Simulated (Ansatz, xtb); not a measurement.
A geometry optimisation of H2NSi2 with r2SCAN-D4/def2-SVP

The starting geometry of this gas-phase doublet has its atoms placed at random.

```xyz
5

N     0.1385   -0.1165   -1.4559
Si    0.5807    1.6402    1.1167
Si   -1.2918    1.1094    0.0169
H     0.5364   -0.1732    1.0865
H     1.1279    0.4941   -1.0356
```

Problem. Guess where an optimisation with r2SCAN-D4/def2-SVP ends from this start.

Solution. It ends as a structure given below by its coordinates. Distances that change by over a tenth: N1–H5 (1.24 → 1.02 Å). Contacts that close: N1–Si2 (3.15 → 1.80 Å), N1–Si3 (2.39 → 1.72 Å), Si2–H4 (1.81 → 1.52 Å).

The energy falls by 5.26 eV over 16 steps:

```csv
step,E − E(last) (eV)
1,5.257
3,2.425
4,1.911
6,1.072
8,0.353
9,0.115
11,0.028
13,0.005
14,0.000
16,0.000
```

Final geometry (Å):

```csv
atom,x (Å),y (Å),z (Å)
N,0.2968,0.6415,-0.7834
Si,0.3724,1.1377,0.9401
Si,-1.3843,0.9932,-0.6436
H,0.9011,-0.0607,1.7129
H,0.9058,0.2423,-1.4974
```

From the same start GFN2-xTB ends elsewhere, differing in N1–Si2 (3.80 against 1.80 Å here).

From so rough a start the end depends on the optimiser's path, so another program may land elsewhere. No frequencies were run, so the end isn't proven a minimum. Open shells are spin-unrestricted. Run with Ansatz 0.2.0, 2.2 min on 1 thread of Intel(R) Xeon(R) Processor @ 2.50GHz (Skylake/Cascade Lake), on a shared host.
